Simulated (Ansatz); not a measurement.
The same path of C2H5OS (9 atoms, charge 1, multiplicity 1) was run 3 times with different band settings. The coordinate that changes most is the angle H5–O1–C2.

These are results of RKS B3LYP/def2-SVP in Ansatz 0.2.0, not measurements.

Relaxed end points:

```xyz
9
Properties=species:S:1:pos:R:3
O -0.249 1.669 -1.333
C -0.529 0.701 -0.493
C 0.460 -0.090 0.001
S -0.023 -1.348 1.112
H -1.035 2.163 -1.615
H -1.579 0.552 -0.204
H 1.513 0.027 -0.262
H 0.841 -1.208 2.162
H 0.601 -2.466 0.632
```

```xyz
9
Properties=species:S:1:pos:R:3
O -0.801 1.686 -1.260
C -0.782 0.675 -0.432
C 0.312 -0.027 -0.027
S 0.015 -1.336 1.096
H 0.077 1.932 -1.601
H -1.789 0.428 -0.070
H 1.338 0.166 -0.348
H 0.936 -1.133 2.086
H 0.695 -2.392 0.556
```

Common settings: optimiser quadratic models (default); start path IDPP; force threshold 0.03 eV/Å; end points relaxed.

| run | movable images | climbing image | spring | iteration limit |
| --- | --- | --- | --- | --- |
| 1 | 5 | yes | 5.0 eV/Å² | 60 |
| 2 | 8 | no | 5.0 eV/Å² | 54 |
| 3 | 5 | yes | 50.0 eV/Å² | 60 |

(1) What does each run give, and how far can it be trusted?

## Answers

(1) Run 1: converged after 7 iterations, highest image 1.003 eV above the first end. A vibrational analysis at the climbing image gives 2 clearly imaginary modes (1110i, 842i cm⁻¹): a point of higher order, so a lower path passes nearby.
Run 2: converged after 27 iterations, highest image 0.434 eV above the first end. No image climbed, so the highest image needn't sit at the top of the path.
Run 3: converged after 7 iterations, highest image 1.003 eV above the first end. Another band between the same ends (5 images) ends at a top of the same energy, where a vibrational analysis finds 2 clearly imaginary modes.
Limits of this set-up: the dipole of an ion depends on the origin.
